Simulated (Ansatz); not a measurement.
Reaction: GeNH5 (SMILES [GeH3][NH2]) → GeH3 (SMILES [GeH3], doublet) + NH2 (SMILES [NH2], doublet) (the Ge-N bond breaks)
Each species at its own B3LYP-D3(BJ)/def2-TZVP minimum (Ansatz, a first-principles code).

Total energies in hartree (Ansatz). Open shells are spin-unrestricted; no spin-orbit coupling. Correlated methods leave the cores frozen (noble-gas shells, and filled d and f shells in the p block). No relativity.

```csv
species,HF/cc-pVTZ,CCSD(T)/cc-pVTZ,HF/cc-pVQZ,CCSD(T)/cc-pVQZ,CCSDT(Q)/cc-pVTZ
1: GeNH5 (SMILES [NH2][GeH3]),-2132.78932,-2133.18138,-2132.79814,-2133.21153,-2133.18258
"2: GeH3 (SMILES [GeH3], doublet)",-2077.10825,-2077.24865,-2077.11207,-2077.25871,-2077.24943
"3: NH2 (SMILES [NH2], doublet)",-55.58579,-55.79359,-55.59045,-55.81078,-55.79420
```

Q: Work out the bond dissociation energy (electronic) in kJ/mol: take Hartree-Fock from cc-pVQZ, extrapolate the CCSD(T) correlation energy as X^-3 (X = 3, 4), and add CCSDT(Q) - CCSD(T) in cc-pVTZ. 1 hartree = 2625.5 kJ/mol.

A: 
Species 1: correlation (64·(-0.41339) - 27·(-0.39206))/37 = -0.42896; step -0.00120; E1 = -2132.79814 + (-0.42896) + (-0.00120) = -2133.22830
Species 2: correlation (64·(-0.14664) - 27·(-0.14040))/37 = -0.15119; step -0.00078; E2 = -2077.11207 + (-0.15119) + (-0.00078) = -2077.26404
Species 3: correlation (64·(-0.22033) - 27·(-0.20780))/37 = -0.22947; step -0.00061; E3 = -55.59045 + (-0.22947) + (-0.00061) = -55.82053
-1·E1 +1·E2 +1·E3 = 0.14373 hartree = 377.4 kJ/mol.
